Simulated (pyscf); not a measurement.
Structures and frequencies: ωB97X-D3(BJ)/def2-SVP in PySCF.

For F–WH(F)(F)(F)–SeH → F–W(F)(F)(F)=Se + hydrogen (H₂), an elimination (singlet surface; H–Se, H–W broken, H–H formed), PBE/def2-TZVP gives ΔE‡ = 87.5 kJ/mol and ΔE = -79.0 kJ/mol (zero: the reactant's lowest minimum found). In which direction and how far do PBE0-D3(BJ)/def2-TZVP, M06-2X/def2-TZVP, ωB97M-D3(BJ)/def2-TZVP move these?

PBE0-D3(BJ): ΔE‡ = 103.6 kJ/mol, ΔE = -68.5 kJ/mol; M06-2X: ΔE‡ = 119.3 kJ/mol, ΔE = -84.5 kJ/mol; ωB97M-D3(BJ): ΔE‡ = 122.4 kJ/mol, ΔE = -68.7 kJ/mol. PBE's barrier lies under all of them, by 16.1 to 34.9 kJ/mol. Its reaction energy lies among theirs. On the reactant side the descent ends in a point that may be a rotor saddle (no frequency run), 8.5 kJ/mol over the lowest minimum found and 115.2 kJ/mol under the saddle at ωB97X-D3(BJ)/def2-TZVP. This is the saddle that the search found; another between the same sides may lie lower. Elements up to Kr have no core potential and no relativistic terms here. Elements past Kr carry the def2 core potentials, without spin-orbit coupling.
